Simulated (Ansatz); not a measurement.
How far each method lies from UCCSDT(Q) for [Cl···H···Si], triplet

Geometry: a point of a hydrogen-transfer path between rigid fragments, not a stationary point.

```xyz
3

Cl    0.0000    0.0000   -1.4823
H     0.0000    0.0000   -0.1473
Si    0.0000    0.0000    1.6297
```

Basis cc-pVTZ; Ansatz 0.2.0. Only valence electrons are correlated (noble-gas cores frozen), which leaves 12 electrons in 72 orbitals. R marks a restricted (for open shells ROHF) determinant, U an unrestricted one. Active spaces: valence = (12e, 9o) chosen from the atoms' valence shells; pair = (4e, 4o) about the gap.

Full CI isn't at hand for all of this; UCCSDT(Q) serves as the reference, and is uncertain by about the last step of the cluster series. The frozen core follows each run's orbitals, which can shift R against U totals by a few meV.

```
UHF ⟨S²⟩                          : 2.023
T1 diagnostic (RCCSD)             : 0.0181
largest doubles amplitude (RCCSD) : 0.068
T1 diagnostic (UCCSD)             : 0.0115
```

```json
{"level": "RHF", "E − E(UCCSDT(Q)) (mEh)": "328.75", "share of correlation (%)": "0.00", "wall time": "–"}
{"level": "UHF", "E − E(UCCSDT(Q)) (mEh)": "322.87", "share of correlation (%)": "1.79", "wall time": "–"}
{"level": "RMP2", "E − E(UCCSDT(Q)) (mEh)": "48.39", "share of correlation (%)": "85.28", "wall time": "–"}
{"level": "UMP2", "E − E(UCCSDT(Q)) (mEh)": "49.20", "share of correlation (%)": "85.04", "wall time": "–"}
{"level": "RCCSD", "E − E(UCCSDT(Q)) (mEh)": "14.54", "share of correlation (%)": "95.58", "wall time": "–"}
{"level": "UCCSD", "E − E(UCCSDT(Q)) (mEh)": "14.25", "share of correlation (%)": "95.67", "wall time": "–"}
{"level": "RCCSD(T)", "E − E(UCCSDT(Q)) (mEh)": "1.88", "share of correlation (%)": "99.43", "wall time": "28 s"}
{"level": "UCCSD(T)", "E − E(UCCSDT(Q)) (mEh)": "1.87", "share of correlation (%)": "99.43", "wall time": "29 s"}
{"level": "BCCD(T)", "E − E(UCCSDT(Q)) (mEh)": "1.88", "share of correlation (%)": "99.43", "wall time": "3.2 s (H100)"}
{"level": "RCCSDT", "E − E(UCCSDT(Q)) (mEh)": "0.65", "share of correlation (%)": "99.80", "wall time": "–"}
{"level": "UCCSDT", "E − E(UCCSDT(Q)) (mEh)": "0.59", "share of correlation (%)": "99.82", "wall time": "–"}
{"level": "RCCSDT(Q)", "E − E(UCCSDT(Q)) (mEh)": "0.07", "share of correlation (%)": "99.98", "wall time": "15 s (H100)"}
{"level": "CASSCF (pair space)", "E − E(UCCSDT(Q)) (mEh)": "313.78", "share of correlation (%)": "4.55", "wall time": "–"}
{"level": "NEVPT2 (pair space)", "E − E(UCCSDT(Q)) (mEh)": "50.50", "share of correlation (%)": "84.64", "wall time": "2.5 s (H100)"}
{"level": "MRCISD (pair space)", "E − E(UCCSDT(Q)) (mEh)": "40.60", "share of correlation (%)": "87.65", "wall time": "–"}
{"level": "MRCISD+Q (pair space)", "E − E(UCCSDT(Q)) (mEh)": "7.08", "share of correlation (%)": "97.85", "wall time": "2.6 s (H100)"}
{"level": "CASSCF (valence space)", "E − E(UCCSDT(Q)) (mEh)": "295.65", "share of correlation (%)": "10.07", "wall time": "–"}
{"level": "NEVPT2 (valence space)", "E − E(UCCSDT(Q)) (mEh)": "68.02", "share of correlation (%)": "79.31", "wall time": "6 s"}
{"level": "MRCISD (valence space)", "E − E(UCCSDT(Q)) (mEh)": "35.59", "share of correlation (%)": "89.18", "wall time": "–"}
{"level": "MRCISD+Q (valence space)", "E − E(UCCSDT(Q)) (mEh)": "6.70", "share of correlation (%)": "97.96", "wall time": "4.9 s (H100)"}
```

The correlation energy at UCCSDT(Q), counted from RHF, is -8.946 eV. That run took 13 s on 2 threads of AMD EPYC 7R13 with a shared H100 80 GB, shared host.

Times hold each run's SCF and search for its determinant on a shared host, so for small cases they say little of a method's own cost; rows without a card ran on 1 thread of AMD EPYC 7R13.

Natural occupations of CASSCF (valence space) about the gap: 1.999 1.999 1.979 1.952 1.000 0.997 0.049 0.024; effectively unpaired electrons, Σ n²(2−n)², 2.02.
